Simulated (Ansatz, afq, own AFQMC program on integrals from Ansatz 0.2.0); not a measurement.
Where AFQMC and coupled cluster stand for GeH, quartet

```xyz
2

Ge    0.0000    0.0000    0.0000
H     0.0000    0.0000    2.9560
```

Basis cc-pVTZ. Only valence electrons are correlated. AFQMC by an in-house program on the Cholesky factors that Ansatz 0.2.0 writes for its CCSD(T) run. The CISD trial takes its coefficients from CCSD amplitudes. Released means that phaseless walkers are propagated on without the constraint, phases kept. ± is one standard error of the sampling. No spin–orbit coupling.

Determinant: UHF, the one that the program's search chose, which needn't be the lowest solution. The geometry is a point of a scan.

Full CI on the same integrals is exact in this basis and with this determinant's frozen core.

Cautions: no relativity below Rb; no spin-orbit coupling; inner d shell frozen; lower spins were not checked.

The T1 diagnostic is 0.0092. The weight of the determinant in the CISD state is 0.943, the ⟨S²⟩ of the determinant is 3.761 and the size of the correlated space is 5 electrons in 43 orbitals.

Reference: full CI, correlation energy -1.871 eV. The released energy is read at 2.40 1/Eh (meV from the phaseless value at times in 1/Eh: -1.4 ± 0.8 at 0.24, -2.1 ± 0.7 at 0.51, -1.1 ± 1.3 at 0.99, -3.6 ± 0.6 at 1.62, -4.1 ± 0.8 at 2.40).

| level | E − E(reference) (meV) | share of correlation (%) |
| --- | --- | --- |
| HF | 1871.0 | 0.00 |
| MP2 | 478.9 | 74.40 |
| CCSD | 68.2 | 96.35 |
| CCSD(T) | 15.8 | 99.15 |
| CCSDT | 1.4 | 99.93 |
| CCSDT(Q) | 0.3 | 99.99 |
| CCSDTQ | 0.0 | 100.00 |
| ph-AFQMC/CISD | 3.9 ± 1.0 | 99.79 |
| released AFQMC | -0.2 ± 0.8 | 100.01 |

CCSDT and higher add their correlation energy to the determinant of the CCSD(T) run, since their own runs factorise the integrals more tightly (a shift of under 2 meV). A walk keeps the symmetry of its determinant, which the program's search chose and which needn't be the lowest solution, so a lower state of the same spin and another symmetry isn't excluded. Released energies are given only where the last usable release times agree within the noise; a slower fall can still hide under it.
